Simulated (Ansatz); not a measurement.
H$_{2}$Al–CH$_{3}$, singlet: the ladder up to RCCSDT(Q)

Geometry: a PBE0/def2-TZVP stationary point for this spin, not checked as a minimum.

```yaml
atoms:
  - { symbol: Al, position_ang: [0.0000, 0.0002, 0.6566] }
  - { symbol: C, position_ang: [0.0000, -0.0066, -1.2942] }
  - { symbol: H, position_ang: [0.0000, 1.3841, 1.4409] }
  - { symbol: H, position_ang: [0.0000, -1.3526, 1.4928] }
  - { symbol: H, position_ang: [0.0000, -1.0105, -1.7238] }
  - { symbol: H, position_ang: [-0.8749, 0.5268, -1.6821] }
  - { symbol: H, position_ang: [0.8749, 0.5268, -1.6821] }
```

Basis cc-pVDZ; Ansatz 0.2.0. Only valence electrons are correlated (noble-gas cores frozen), which leaves 12 electrons in 51 orbitals. Prefix R: restricted or restricted open-shell reference. Active spaces: frontier = (8e, 8o) about the gap.

Full CI isn't at hand for all of this; RCCSDT(Q) serves as the reference, and is uncertain by about the last step of the cluster series.

```
UHF ⟨S²⟩                          : 0.000
T1 diagnostic (RCCSD)             : 0.0085
largest doubles amplitude (RCCSD) : 0.040
```

```tsv
level	E − E(RCCSDT(Q)) (kJ/mol)	share of correlation (%)	wall time
RHF	692.4	0.00	–
RMP2	112.7	83.72	–
CISD	70.9	89.76	1.2 s
RCCSD	17.7	97.44	–
RCCSD(T)	2.6	99.62	0.54 s
BCCD(T)	2.6	99.63	0.66 s
RCCSDT	0.8	99.89	–
CASSCF (frontier space)	475.9	31.27	–
NEVPT2 (frontier space)	122.7	82.28	4.9 s
MRCISD (frontier space)	35.2	94.91	–
MRCISD+Q (frontier space)	0.7	99.90	6.5 s
```

The correlation energy at RCCSDT(Q), counted from RHF, is -7.176 eV. That run took 14 s on 1 thread of Arm Neoverse V2, shared host.

Times hold each run's SCF and search for its determinant on a shared host, so for small cases they say little of a method's own cost; they ran on 1 thread of Arm Neoverse V2.

Atomization energy (electronic, same basis, no zero-point term; atoms at the same level, unrestricted beside the R rows where the molecule is a closed shell, with restricted open-shell steps beyond CCSDT(Q)) at RCCSDT(Q): 2007.7 kJ/mol. Errors of other levels:

| level | error (kJ/mol) |
| --- | --- |
| RHF | -371.3 |
| RMP2 | -7.8 |
| CISD | -62.9 |
| RCCSD | -11.7 |
| RCCSD(T) | -0.8 |
| BCCD(T) | -0.6 |
| RCCSDT | -0.7 |

This basis is far from its limit, so the value isn't to be set against a measured one. Truncated CI isn't size-consistent, which counts against it in atomization.
